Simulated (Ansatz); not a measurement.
bcc Na was calculated with PBEsol (PAW; Ansatz, a quantum-chemistry and plane-wave program).

A relaxed, unreconstructed slab of the (311) face has 22 atoms, two equal faces of 57.605 Å² each and an energy of -32467.2568 eV. A bulk cell of 11 atoms with the same orientation and in-plane k mesh has -16234.5624 eV. Energies are extrapolated to zero smearing.

Settings: plane-wave cutoff 500 eV, 10×10×1 k mesh (along the axes of the cell as run), Fermi–Dirac smearing 0.1 eV, scalar-relativistic PAW data made under PBE.

Worked out: γ = (E_slab − N E_bulk per atom)/2A = [-32467.2568 − 22 × (-16234.5624/11)]/(2 × 57.605) = 0.0162 eV/Å². With 16.022 J/m² per eV/Å² this is 0.26 J/m², or 0.93 eV per surface cell and face.
